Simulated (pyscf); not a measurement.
Optimised with ωB97X-D3(BJ)/def2-SVP in PySCF.

Question: H₃Si–O–SiH₃ + F–CH₂–F → F–SiH₂–O–SiH₃ + H₃C–F
Surface: singlet. Broken: H–Si, C–F. Formed: F–Si, C–H. Give ΔE‡ and ΔE from ωB97M-D3(BJ)/def2-TZVP, relative to the separated reactants.

Answer: ΔE‡ = 66.9 kcal/mol, ΔE = -47.3 kcal/mol. Zero-point energy shifts the barrier by +0.1 kcal/mol. It is a four-centre exchange, with an imaginary mode of 885i cm⁻¹. From the product side, F–SiH₂–O–SiH₂• + H• + H₃C–F lies, by one bond made or cut, 16.1 kcal/mol under this saddle at ωB97M-D3(BJ). One saddle was located; it need not be the lowest between these sides.
